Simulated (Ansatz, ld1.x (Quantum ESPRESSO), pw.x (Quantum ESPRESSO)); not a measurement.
**barium (Ba): one change to the TM potential, in the atom and in the bcc crystal**

```
Element                 : barium
Generator               : ld1.x (Quantum ESPRESSO) 7.5
Type                    : norm-conserving Troullier–Martins (Kleinman–Bylander form)
Functional              : PBE
Relativity              : scalar-relativistic
Frozen core             : [Xe]
Valence charge          : 2
Reference configuration : 5d0 6s2 6p0
Partial waves           : 6p (bound, empty): rc 4.10 bohr; 5d (bound, empty): rc 3.95 bohr; 6s (bound): rc 3.15 bohr
Local potential         : the s channel
Core correction         : Bessel-smoothed model core inside 3.15 bohr
```

Change: local potential the d channel.

Cutoffs, loose and tight: the cutoffs (Ry, on a coarse ladder) from which the occupation-weighted sum of valence levels, in a spherical-Bessel basis at the reference potential, stays within 10 and 1 mRy of its value at 400 Ry. They do not see the model core or the augmentation charge, which bear on the density cutoff. Test errors are all-electron minus pseudo excitation energies from the reference, over the configurations 5d0 6s1 6p0; 5d0 6s1.5 6p0; 5d0 6s1 6p1; 5d0 6s0 6p1; 5d1 6s0 6p0; 5d0 6s0 6p2; 5d0.5 6s1.5 6p0; variants that change the core or the reference have their own tests.

Crystal test: bcc Ba in pw.x 7.5, no spin, 9³ k-points, Fermi–Dirac smearing 0.01 Ry, cutoffs set for each file from its atomic test. The reference is all-electron LAPW (Ansatz 0.2.0) with the same functional, mesh and smearing; V0 and B0 come from Birch–Murnaghan fits to the pressures at five volumes. Errors are pseudo minus all-electron; Δ is the rms difference of the E(V) curves that follow from these fits, minima aligned, over ±6 % about the mean V0. Mesh and smearing are coarse, so the numbers serve the comparison and aren't converged zero-temperature values; the lattice is a test structure that the element need not adopt.

All-electron: a0 = 5.031 Å (V0 = 63.67 Å³/atom), B0 = 8.4 GPa.

Question: Does the change bring the crystal closer to the all-electron result?

Answer: The mean pressure error goes from +0.29 to +1.30 GPa, so the change moves the solid further from the all-electron pressures.

```tsv
quantity	base	changed
outcome (atom)	generated	generated
cutoff, loose (atom)	6 Ry	6 Ry
cutoff, tight (atom)	15 Ry	15 Ry
bound ghosts (atom)	none	s, p
largest test error (meV) (atom)	-38	-38 over the solved tests; 2 of 7 tests not solved or not reliable
cutoffs in pw.x (Ry)	50/200	50/200
a0 (Å)	5.080	–
a0 error (%)	+0.98	–
B0 error (%)	+8.7	–
Δ (meV/atom)	3.7	–
mean pressure error (GPa)	+0.29	+1.30
```

A dash: not determined, or the minimum lies outside the volumes sampled.

Base: This is a poor potential for the solid. The logarithmic derivative shows an extra or strongly shifted pseudo pole above the reference energy (s near 1.24 Ry). Changed file: This is a poor potential for the solid. Note: ghost states, extra bound levels that the all-electron valence spectrum of the same l lacks: s at -11.5 eV, p at -0.34 eV. A true bound ghost makes a file unfit for plane-wave use. Atomic configuration tests: 2 of 7 tests not solved or not reliable. The logarithmic derivative shows an extra or strongly shifted pseudo pole above the reference energy (p near -0.03 Ry). The atomic cutoffs weigh occupied waves only.
